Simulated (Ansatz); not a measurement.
System: bcc Mo. Method: PBE-D3(BJ) (Ansatz, a program for electronic structure, PAW).

Run with plane-wave cutoff 520 eV, 24×24×24 k mesh, Fermi–Dirac smearing 0.05 eV, no spin polarisation, scalar-relativistic PAW data made under PBE.

Pressure at four volumes; x = ln(V/15.339 Å³). One pressure is withheld.

```
V (Å³/atom)        x  P (GPa)
-----------  -------  -------
14.418       -0.0619        ?
14.725       -0.0409    12.32
15.339        0.0000     0.01
16.259        0.0582   -14.20
```

Question: Pass a parabola P(x) through the three rows shown, estimate the bulk modulus and its pressure derivative near zero pressure, and predict the withheld pressure.

Answer: Slopes between the rows: (0.01 − (12.32))/(0.0000 − (-0.0409)) = -300.98 and (-14.20 − (0.01))/(0.0582 − (0.0000)) = -244.16 GPa. Their difference over the span 0.0991 is c = 56.82/0.0991 = 573.4 GPa, so P(x) = 12.32 + (-300.98)(x − (-0.0409)) + 573.4 (x − (-0.0409))(x − (0.0000)). At the middle row B = −dP/dx = −[-300.98 + 573.4 × 0.0409] = 277.5 GPa, and B′ = dB/dP = 2c/B = 4.1. At x = -0.0619 the parabola gives 19.39 GPa; the run gives 19.52 GPa. The Birch–Murnaghan fit to the energies at all volumes has B0 = 276 GPa and B′ = 4.3.

Measured, for comparison: bulk modulus 265 GPa (zero-point energy and finite temperature contributions removed, sources range from 265 to 278; as tabulated in doi:10.1021/acs.jctc.3c00612). Computed less measured: bulk modulus +4.2 % (inside the range of the sources held).
